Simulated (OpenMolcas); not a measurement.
C2H3NO (Nitrosoethylene): the vertical ionisation energy from total energies

C2H3NO: 7 atoms, total charge 0, spin state singlet. SMILES: `C=CN=O`. Geometry: relaxed at GFN2-xTB. This is one conformer, not always the lowest.

Both states at this one shape; open shells run unrestricted unless said. 1 Eh = 27.2114 eV.

| level | program | singlet C2H3NO (Eh) | doublet C2H3NO+ (Eh) |
| --- | --- | --- | --- |
| CCSD(T)/ANO-S-VDZ, open shells restricted, 4 core orbitals frozen | OpenMolcas | -207.016795 | -206.685197 |
| CCSD(T)/ANO-S-VDZP, open shells restricted, 4 core orbitals frozen | OpenMolcas | -207.368502 | -207.035019 |

Q: Work out the vertical ionisation energy at each level.

A: 
1. CCSD(T)/ANO-S-VDZ, open shells restricted: -206.685197 − (-207.016795) = 0.331598 Eh = 9.02 eV.
2. CCSD(T)/ANO-S-VDZP, open shells restricted: -207.035019 − (-207.368502) = 0.333483 Eh = 9.07 eV.

No measured value is set beside it here; the levels span 9.02 to 9.07 eV.
